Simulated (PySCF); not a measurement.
# AlSi, PBE0: how much the basis matters

PySCF, UKS reference; quartet, unpaired electrons σ ↑, π ↑↑; De to Al + Si without counterpoise correction.

| basis | relativity | functions | Re (Å) | ωe (cm⁻¹) | De (eV) | μ (D) |
| --- | --- | --- | --- | --- | --- | --- |
| x2c-SVPall | spin-free X2C | 36 | 2.419 | 381 | 2.59 | -1.39 |
| jorge-DZP-DKH | spin-free X2C | 48 | 2.429 | 377 | 2.57 | -1.41 |
| 6-311G(d,p) | no relativity | 52 | 2.426 | 373 | 2.53 | -1.55 |
| aug-pcseg-1 | no relativity | 54 | 2.424 | 375 | 2.58 | -1.42 |
| def2-TZVP | no relativity | 74 | 2.416 | 380 | 2.65 | -1.33 |
| def2-TZVPP | no relativity | 84 | 2.416 | 380 | 2.64 | -1.33 |

Question: How does each smaller set differ from the one with most functions, def2-TZVPP?

Answer: x2c-SVPall: +0.3 pm, +0.3 % in ωe, -0.05 eV in De; jorge-DZP-DKH: +1.3 pm, -0.8 % in ωe, -0.07 eV in De; 6-311G(d,p): +1.0 pm, -1.8 % in ωe, -0.11 eV in De; aug-pcseg-1: +0.8 pm, -1.3 % in ωe, -0.06 eV in De; def2-TZVP: +0.0 pm, +0.0 % in ωe, +0.01 eV in De. All at PBE0; the set with most functions is neither the basis-set limit nor always the best. The rows treat relativity differently, so the differences are not basis effects alone.

A positive dipole means Al(−)Si(+). The state was picked by a PBE0 search and need not be the measured ground state.
